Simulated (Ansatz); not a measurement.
C3H5ClF2 can be A, `C[C@@H](F)[C@H](F)Cl`, or B, `CC(F)(F)CCl`.

Calculated with Ansatz (gas phase, PBE0-D4/def2-TZVP geometries, no zero-point term in ΔE). CBS: MP2 limit from def2 TZ/QZ plus the TZ coupled-cluster correction, frozen cores. Functionals use def2-TZVPP. B3LYP here is the variant with VWN-RPA as its local correlation; programs differ in this. Each species was taken in one conformer, which may not be the lowest.

Q: Which is lower in electronic energy at CCSD(T)/CBS, and by how much? (An estimate is asked.)

A: Computed: B, by 9.7 kcal/mol.

Q: Give E(B) − E(A) in kcal/mol with CCSD/def2-TZVPP, ωB97M-V, CCSD(T)/def2-TZVPP, PBE0-D4, HF/def2-TZVPP, B3LYP-D4, B3LYP. (Best estimate.)

A: The calculation gave: CCSD/def2-TZVPP -9.9, ωB97M-V -9.8, CCSD(T)/def2-TZVPP -9.8, PBE0-D4 -9.5, HF/def2-TZVPP -10.6, B3LYP-D4 -9.0, B3LYP -8.9. None reverses the order clearly.

Largest T1 diagnostic: 0.011.

From PBE to PBE0 (25 % exact exchange), in def2-TZVPP and without D4, E(B) − E(A) moves by −0.9 kcal/mol.
